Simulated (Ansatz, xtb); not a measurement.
Relative energy of two isomers of C3H3FO2

We compare X, `O=C[C@@H]1O[C@H]1F`, a singlet, with Y, `O=C[C@@]1(F)CO1`, a singlet. Both are isolated molecules in the gas phase, relaxed with PBE0-D3(BJ)/def2-SVP; the shapes shown needn't be the lowest conformers.

X (Å):

```xyz
9

C    -0.6335   -1.0462   -2.1269
C    -0.9165   -0.0908   -1.0182
C     0.1344    0.2813   -0.0604
F    -0.2283    0.6385    1.1770
O    -1.3689   -1.9453   -2.4261
O    -0.1929    1.1464   -1.0610
H     0.3387   -0.8572   -2.6530
H    -1.9566   -0.0294   -0.6752
H     1.1438   -0.1518   -0.0701
```

Y (Å):

```csv
atom,x (Å),y (Å),z (Å)
C,-3.2714,2.2356,-0.9727
C,-2.1787,1.1979,-1.0477
C,-2.0354,0.2921,-2.1833
F,-1.7703,0.8103,0.1748
O,-3.8441,2.6313,-1.9468
O,-1.1850,1.4137,-1.9725
H,-3.4988,2.5941,0.0615
H,-2.7223,0.3753,-3.0333
H,-1.5779,-0.6857,-1.9922
```

Energies in hartree; the thermal terms are from PBE0-D3(BJ)/def2-SVP harmonic frequencies (ideal gas, rigid rotor, one conformer each, 298.15 K, 1 atm) and include the zero-point energy:

```
                              X           Y
E, CCSD(T)/def2-SVP  −365.153480  −365.151908
    E, MP2/def2-SVP  −365.096601  −365.094711
  E, MP2/def2-TZVPP  −365.784771  −365.781993
  zero-point energy     0.059799     0.059288
       H(298 K) − E     0.066185     0.065713
       G(298 K) − E     0.030479     0.030004
```

**Question.** Correct the CCSD(T) difference for the basis set by the MP2 change, then work out ΔE, ΔE₀, ΔH and ΔG for X → Y in kcal/mol (1 Eh = 627.51 kcal/mol) and the equilibrium ratio [Y]/[X].

**Answer.** 1. Differences Y − X: CCSD(T) +0.001572, MP2 in the small set +0.001890, MP2 in the large set +0.002778 Eh.
2. ΔE = +0.001572 + (+0.002778 − (+0.001890)) = +0.002460 Eh = +1.54 kcal/mol.
3. ΔE₀ = ΔE + ΔZPE = +0.002460 + (−0.000511) Eh = +1.22 kcal/mol.
4. ΔH = ΔE + (−0.000472) Eh = +1.25 kcal/mol.
5. ΔG = ΔE + (−0.000475) Eh = +1.25 kcal/mol, so ΔS = (ΔH − ΔG)/T = 0.0 J/(mol K).
6. kT = 0.9442 mEh, so K = [Y]/[X] = exp(−ΔG/kT) = exp(−2.10) ≈ 0.12.

The sums favour X, but ΔE leans on the basis-set step (CCSD(T) alone has the other sign or is under 1 kcal/mol), so the order isn't settled. An error of 1 kcal/mol in ΔG would change K by a factor of 5.4. Mirror images and further conformers aren't counted.

As drawn, both hold the same kinds of bond in the same numbers.

Other levels gave ΔE = +2.7 (GFN2-xTB); −0.2 (HF/STO-3G, GFN2-xTB geometries); +1.9 (r2SCAN-D4/def2-SVP, GFN2-xTB geometries); +1.7 (PBE0-D3(BJ)/def2-SVP); +1.6 (HF/def2-SVP); +1.2 (MP2/def2-SVP); +1.0 (CCSD(T)/def2-SVP) kcal/mol. The correlated steps freeze 6 core orbitals. Programs: Ansatz 0.2.0, xtb 6.7.1.
